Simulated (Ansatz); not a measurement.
Frontier orbitals of CH6N2, SMILES `NCN`.

```xyz
9

N    -0.4012    0.8006    0.9978
C     0.2916    0.3796   -0.1921
N    -0.1694   -0.9017   -0.7154
H    -1.4005    0.7032    0.8584
H    -0.1521    0.2166    1.7865
H     1.3667    0.4016    0.0348
H     0.1182    1.1238   -0.9750
H     0.1812   -1.0566   -1.6535
H     0.1656   -1.6670   -0.1415
```

Total charge 0; spin multiplicity 1. The structure was optimised at the PBE0-D4/def2-TZVP level. It is one conformer, not always the lowest. Basis def2-TZVPP, Ansatz 0.2.0.

```csv
functional,HOMO (eV),LUMO (eV)
HSE06 (plane-wave form),-6.48,0.62
```

Q: Give HOMO and LUMO (eV) with LDA (SPW92), PBE, revPBE, BLYP, r2SCAN, B97M-V, PBE0, B3LYP, r2SCANh, r2SCAN0, BHLYP, CAM-B3LYP, LC-ωPBE, ωB97X-V, ωB97M-V, HF. (An estimate is asked.)

A: The calculation gave: 
```csv
functional,HOMO,LUMO
LDA (SPW92),-5.48,0.06
PBE,-5.37,0.17
revPBE,-5.33,0.23
BLYP,-5.29,0.12
r2SCAN,-5.69,0.98
B97M-V,-5.86,0.41
PBE0,-6.89,0.99
B3LYP,-6.66,0.61
r2SCANh,-6.25,1.21
r2SCAN0,-7.11,1.54
BHLYP,-8.35,1.55
CAM-B3LYP,-8.36,1.70
LC-ωPBE,-9.75,3.03
ωB97X-V,-9.40,2.85
ωB97M-V,-9.32,2.37
HF,-10.68,3.48
```

B3LYP here is the variant with VWN-RPA as its local correlation; programs differ in this. LC-ωPBE has ω = 0.4 bohr⁻¹. Positive LUMOs are unbound and depend on the basis.
